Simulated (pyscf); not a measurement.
Single points on ωB97X-D3(BJ)/def2-SVP structures (PySCF, gas phase).

Problem. Estimate the classical barrier height and the reaction energy of PH₃ + HO–GaH₂ → HO–GaH–PH₂ + hydrogen (H₂) at ωB97M-D3(BJ)/def2-TZVP. The step runs on the singlet surface, breaks H–P, Ga–H and forms Ga–P, H–H; take the separated reactants as zero.

Solution. ΔE‡ = 1.61 eV, ΔE = -0.21 eV. Zero-point energy shifts the barrier by -0.03 eV. It is a four-centre exchange, with an imaginary mode of 1476i cm⁻¹. On the reactant side the descent ends in an adduct with a Ga–P contact, 0.57 eV under the separated species and 1.95 eV under the saddle at ωB97X-D3(BJ)/def2-TZVP. What is counted as formed (Ga–P) is already present as a longer contact in the reactant adduct; forming that adduct is a step of its own. At ωB97X-D3(BJ)/def2-TZVP the barrier from the zero used here is 1.38 eV. One saddle was located; it need not be the lowest between these sides. Elements up to Kr have no core potential and no relativistic terms here.
